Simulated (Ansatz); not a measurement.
**Worked example: correlation energy of AsH2, quartet**

Geometry: that of the AsH2, doublet, kept fixed. The doublet lies 6.0 eV lower here.

```json
{"atom": "As", "x (Å)": "0.0000", "y (Å)": "-0.0281", "z (Å)": "0.0000"}
{"atom": "H", "x (Å)": "0.0000", "y (Å)": "1.0445", "z (Å)": "-1.0859"}
{"atom": "H", "x (Å)": "0.0000", "y (Å)": "1.0445", "z (Å)": "1.0859"}
```

Basis cc-pVTZ; Ansatz 0.2.0. Only valence electrons are correlated (noble-gas cores and the filled d shells of p-block atoms frozen), which leaves 7 electrons in 57 orbitals. R marks a restricted (for open shells ROHF) determinant, U an unrestricted one. No spin–orbit coupling is included, and no scalar relativity.

Full CI isn't at hand for all of this; UCCSDT(Q) serves as the reference, and is uncertain by about the last step of the cluster series.

Runs differ by some tens of microhartree through their thresholds and, for an open shell, their frozen cores, so steps under 0.03 kcal/mol mean nothing.

```
    level  total energy (hartree)
      UHF            -2235.182571
     UMP2            -2235.288715
    UCCSD            -2235.313843
 UCCSD(T)            -2235.318437
   UCCSDT            -2235.319875
UCCSDT(Q)            -2235.320067
```

Q: What is the correlation energy at UCCSDT(Q), and what share of it do UMP2 and UCCSD(T) recover?

A: E(corr) = -2235.320067 − (-2235.182571) = -0.137496 hartree = -3.741 eV. UMP2: -0.106144 / -0.137496 = 77.20 %. UCCSD(T): -0.135866 / -0.137496 = 98.81 %.

Q: By how many kcal/mol does UCCSD(T) miss UCCSDT(Q) (1 hartree = 627.509 kcal/mol), and which steps make up the rest?

A: -2235.318437 − (-2235.320067) = 0.001630 hartree = 1.02 kcal/mol. Steps: UCCSDT − UCCSD(T) = -0.90, UCCSDT(Q) − UCCSDT = -0.12 kcal/mol. Differences between like states or geometries often cancel part of this.
